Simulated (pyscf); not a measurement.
Thermochemistry of product channels of GeH₃• + ammonia (NH₃) on the doublet surface, in kJ/mol, from ωB97M-D3(BJ)/def2-TZVP energies (ideal gas, 1 atm, RRHO with modes under 100 cm⁻¹ raised to 100, one conformer, R ln 2 for rigid chiral ones). Single points on ωB97X-D3(BJ)/def2-SVP structures (PySCF, gas phase).

```json
[
 {"products": "•HN–GeH₃ + hydrogen (H₂)", "ΔE": "…", "ΔH(298 K)": "+109.0", "ΔG(298 K)": "+112.1", "ΔG(900 K)": "…"},
 {"products": "H₂N–GeH₃ + H atom (H•)", "ΔE": "+108.4", "ΔH(298 K)": "+93.0", "ΔG(298 K)": "+102.7", "ΔG(900 K)": "…"},
 {"products": "H₂N–GeH₂• + hydrogen (H₂)", "ΔE": "+13.0", "ΔH(298 K)": "+1.3", "ΔG(298 K)": "+6.2", "ΔG(900 K)": "+9.6"}
]
```

Complete the blanks.


- •HN–GeH₃ + hydrogen (H₂), ΔE: +132.4
- •HN–GeH₃ + hydrogen (H₂), ΔG(900 K): +111.2
- H₂N–GeH₃ + H atom (H•), ΔG(900 K): +115.6

These are energies of the channels, which say nothing of barriers. Elements up to Kr have no core potential and no relativistic terms here.
